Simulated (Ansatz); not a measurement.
**Property card for AlAg**

Theory: Ansatz 0.2.0, DFT r2SCAN, scalar-relativistic, plane waves, PAW.

Plane waves to 500 eV, a k mesh through Γ of 18×18×18 on the computed 4-atom cell and Gaussian smearing (0.10 eV); no spin polarisation.

The structure is relaxed at this level of theory with its symmetry kept. Whether it is the stable form of this composition wasn't checked.

```yaml
crystal:
  lattice:
    - [1.46104, 0.84353, 8.94566]
    - [-1.46104, 0.84353, 8.94566]
    - [0.00000, -1.68706, 8.94566]
  atoms:
    - { symbol: Al, position: [0.37481, 0.37481, 0.37481] }
    - { symbol: Al, position: [0.62519, 0.62519, 0.62519] }
    - { symbol: Ag, position: [0.87770, 0.87770, 0.87770] }
    - { symbol: Ag, position: [0.12230, 0.12230, 0.12230] }
```

- Space group: R-3m (No. 166)
- Volume per atom: 16.54 Å³
- Formation energy from the elements' standard states (uncorrected): -0.021 eV/atom
- Generalised Kohn–Sham band gap: none (metal)
- Density of states at the Fermi level: 0.91 states/eV per cell
- Löwdin character within 0.5 eV of the Fermi level: Al 3p 50 %, Al 3s 17 %, Ag 5s 13 %, Ag 4d 8 %, unprojected 12 %
- Bader charges (e): Al (2 in the cell) 0.42, Ag (2 in the cell) -0.42

Cost: 1 run of about 6.5 core-minutes, on Arm Neoverse V2 (shared hosts).